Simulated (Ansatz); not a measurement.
# C₅H₈: small, medium and large basis sets

An exercise on one series of results from a longer session: the logs are not shown, and one member is left open.

Computed with Ansatz 0.2.0, Gaussian basis. Level: one geometry, several basis sets.

Levels to be run: PBE0-D4/def2-SVP; ωB97M-V/def2-SVP; PBE0-D4/def2-QZVPP; ωB97M-V/def2-QZVPP; the functionals' def2-TZVPP values are taken from earlier runs.

### The relaxed structure

The geometry comes from an earlier relaxation with PBE0-D4 in a triple-zeta def2 set; it is a stationary point, not always the lowest conformer.

13 atoms, charge 0, spin multiplicity 1.

Atoms are counted from 1 here; the program's logs count them from 0.

Bond lengths: C1–C2 1.332 Å, C1–H6 1.083 Å, C1–H7 1.084 Å, C2–C3 1.459 Å, C2–H8 1.088 Å, C3–C4 1.336 Å, C3–C5 1.496 Å, C4–H9 1.085 Å, C4–H10 1.084 Å, C5–H11 1.090 Å, C5–H12 1.094 Å, C5–H13 1.094 Å. Angles: C2–C1–H6 121.1°, C2–C1–H7 122.1°, H6–C1–H7 116.8°, C1–C2–C3 125.6°, C1–C2–H8 119.0°, C3–C2–H8 115.4°, C2–C3–C4 119.6°, C2–C3–C5 118.6°, C4–C3–C5 121.8°, C3–C4–H9 121.2°, C3–C4–H10 121.7°, H9–C4–H10 117.2°, C3–C5–H11 111.0°, C3–C5–H12 111.0°, C3–C5–H13 111.0°, H11–C5–H12 108.3°, H11–C5–H13 108.3°, H12–C5–H13 107.0°.

Set-up of the first run:

Input file in.yaml:

```yaml
crystal:
  periodic: [false, false, false]
  atoms:
    - {symbol: C, position_ang: [-1.943321, 0.064998, -0.417199]}
    - {symbol: C, position_ang: [-0.968588, 0.495127, 0.381978]}
    - {symbol: C, position_ang: [0.439224, 0.126478, 0.278849]}
    - {symbol: C, position_ang: [1.319496, 0.631362, 1.147990]}
    - {symbol: C, position_ang: [0.855917, -0.813649, -0.807171]}
    - {symbol: H, position_ang: [-2.967529, 0.387109, -0.274120]}
    - {symbol: H, position_ang: [-1.755711, -0.619022, -1.237159]}
    - {symbol: H, position_ang: [-1.213293, 1.181050, 1.189629]}
    - {symbol: H, position_ang: [1.006500, 1.312232, 1.931970]}
    - {symbol: H, position_ang: [2.372871, 0.380390, 1.101503]}
    - {symbol: H, position_ang: [1.928526, -1.004099, -0.769512]}
    - {symbol: H, position_ang: [0.613190, -0.406050, -1.792931]}
    - {symbol: H, position_ang: [0.333217, -1.770623, -0.719127]}
basis:
  gaussian: {orbitals: def2-SVP}
hamiltonian: {xc: pbe0, dispersion: d4}
output: {orbitals: {seedname: orbitals}}
```

Launch:

```
> ansatz run in.yaml --threads 4 --pin off --events-out ev --progress --plain --max-ram 10444MiB
```

Among the steps run: PBE0-D4 in def2-SVP; ωB97M-V in def2-SVP; PBE0-D4 in def2-QZVPP; ωB97M-V in def2-QZVPP.

One table of the session follows, with a row left open; its other results are not shown here.

It belongs to the step «Functionals by basis». 

| functional | basis | HOMO (eV) |
| --- | --- | --- |
| PBE0-D4 | def2-SVP | -6.65 |
| PBE0-D4 | def2-TZVPP | ? |
| PBE0-D4 | def2-QZVPP | -6.73 |
| ωB97M-V | def2-SVP | -8.75 |
| ωB97M-V | def2-TZVPP | -8.82 |
| ωB97M-V | def2-QZVPP | -8.83 |

**Question.** Estimate the row for PBE0-D4, def2-TZVPP.

**Answer.** HOMO (eV): -6.72. In the column «HOMO (eV)» it lies between PBE0-D4, def2-QZVPP (-6.73) and PBE0-D4, def2-SVP (-6.65).
